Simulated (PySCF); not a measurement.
**Frontier orbitals and the lowest excitations**

Compound: 1,1-dichloroethane, C₂H₄Cl₂.
Geometry (GFN2-xTB, Å), atoms numbered from 1 in this order:
```
atom  x, y, z in Å
C1    -0.8280   -0.0121    0.0202
C2     0.6787    0.0253    0.1221
Cl3    1.3335    1.4110   -0.7889
Cl4    1.3868   -1.4785   -0.5224
H5    -1.2443    0.9077    0.4246
H6    -1.2114   -0.8576    0.5867
H7    -1.1357   -0.1132   -1.0177
H8     1.0295    0.1269    1.1508
```

Theory: PySCF, TDDFT PBE0/def2-SVPD, vertical, gas phase, core orbitals frozen in the response.

Kohn–Sham orbitals with the atoms that hold most of them (Löwdin shares over 4%, at most four atoms; ? is withheld):

```json
{"orbital": "LUMO+2", "ε (eV)": "0.69", "atoms": "C1 20%, Cl4 18%, Cl3 18%, C2 12%"}
{"orbital": "LUMO+1", "ε (eV)": "0.56", "atoms": "Cl4 30%, Cl3 30%, C2 29%"}
{"orbital": "LUMO", "ε (eV)": "-0.15", "atoms": "Cl3 33%, Cl4 32%, C2 25%"}
{"orbital": "HOMO", "ε (eV)": "?", "atoms": "?"}
{"orbital": "HOMO-1", "ε (eV)": "-8.79", "atoms": "?"}
{"orbital": "HOMO-2", "ε (eV)": "-9.24", "atoms": "Cl4 44%, Cl3 44%, C2 8%"}
{"orbital": "HOMO-3", "ε (eV)": "-9.49", "atoms": "Cl4 39%, Cl3 39%, C2 14%, C1 4%"}
```

Q: Give the leading atoms of the HOMO.

A: Cl3 (bonded to C) 48%; Cl4 (bonded to C) 48%.

Q: Give the leading atoms of the HOMO-1.

A: Cl3 (bonded to C) 38%; Cl4 (bonded to C) 38%; C2 (bonded to C, 2 Cl and H) 12%; C1 (bonded to C and 3 H) 6%. By element: chlorine 76%, carbon 18%.

Q: What is the HOMO energy, and the HOMO–LUMO gap?

A: ε(HOMO) = -8.70 eV; the gap is 8.55 eV (0.3143 hartree).

Q: The HOMO–LUMO gap is 8.55 eV. Where does the response calculation put the lowest singlet, and from which orbitals?

A: S1 is at 7.00 eV (f = 0.0002), 1.55 eV below the gap, made of HOMO-1→LUMO (96%). Its leading pair isn't HOMO and LUMO; the energies of that pair differ by 8.64 eV. Without the coupling terms of the response equations the lowest excitation would equal the gap.

Q: One configuration dominates each of S1, S2, S3 and S5. Which, and how do the shares of the two leading atoms of either orbital change from the occupied to the empty one?

A: 
- S1 (7.00 eV, f 0.0002), HOMO-1→LUMO (96%): Cl3 38% → 33%, Cl4 38% → 32%
- S2 (7.01 eV, f 0.021), HOMO→LUMO (94%): Cl3 48% → 33%, Cl4 48% → 32%
- S3 (7.39 eV, f 0.0009), HOMO-2→LUMO (80%): Cl4 44% → 32%, Cl3 44% → 33%
- S5 (7.87 eV, f 0.0000), HOMO-1→LUMO+1 (80%): Cl3 38% → 30%, Cl4 38% → 30%

Löwdin shares depend on the basis, the more so with diffuse functions.
